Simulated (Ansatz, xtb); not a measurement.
Stretching the C2–H7 bond in ethylamine (SMILES CCN) (multiplicity 1 held, fragments rigid). Energies count from the point at 1.100 Å.
Geometry at that point (charge 0, multiplicity 1):
```xyz
10

C      1.1861     0.4430     0.0237
C      0.0450    -0.5535    -0.1092
N     -1.2459     0.1305    -0.0024
H      2.1525    -0.0515    -0.0904
H      1.1004     1.2249    -0.7322
H      1.1724     0.9221     1.0066
H      0.1770    -1.3559     0.6321
H      0.0874    -1.0265    -1.0938
H     -2.0124    -0.5243    -0.1037
H     -1.3426     0.5604     0.9113
```

R- and RO- levels are restricted; in cc, def2 and unpolarised 6-31G sets they are followed outwards from rest. Unrestricted levels (U-) break spin symmetry where that is lower. Active spaces are followed from a long bond inwards. Curves can end on different states.

Cores are frozen in the correlated methods.

Programs: Ansatz (Gaussian basis) for Hartree–Fock, density functionals and correlated methods; xtb for the GFN methods. Values without a source in brackets are computed. The GFN methods have no spin term and hold the electronic entropy of 300 K.

Energies in kcal/mol.

```csv
R (Å),GFN2-xTB,U-MP2/cc-pVDZ,R-SCS-MP2/cc-pVDZ,U-CCSD/cc-pVDZ,"FIC-MRCISD+Q on CASSCF(2,2)/cc-pVDZ"
0.880,27.6,31.6,31.9,31.9,32.0
0.990,5.4,6.8,7.0,7.0,7.0
1.100,0.0,0.0,0.0,0.0,0.0
1.210,2.8,2.8,2.7,2.6,2.5
1.320,9.6,10.5,10.3,10.1,9.8
1.486,22.2,25.9,25.4,24.9,24.2
1.651,35.7,42.0,41.4,40.3,39.1
1.926,56.8,75.2,65.5,63.8,60.4
2.201,74.3,88.7,85.2,81.4,76.1
2.531,90.1,94.9,103.2,92.9,88.2
2.971,103.1,97.6,119.3,97.6,95.8
3.521,110.4,98.5,128.7,98.9,98.9
```

Doubts at one or more of the structures used: a spin-contaminated determinant (U-MP2/cc-pVDZ, U-CCSD/cc-pVDZ); a restricted determinant that unrestricted orbitals would lower (R-SCS-MP2/cc-pVDZ); T1 above 0.05 (U-CCSD/cc-pVDZ).

Ansatz is a first-principles code.
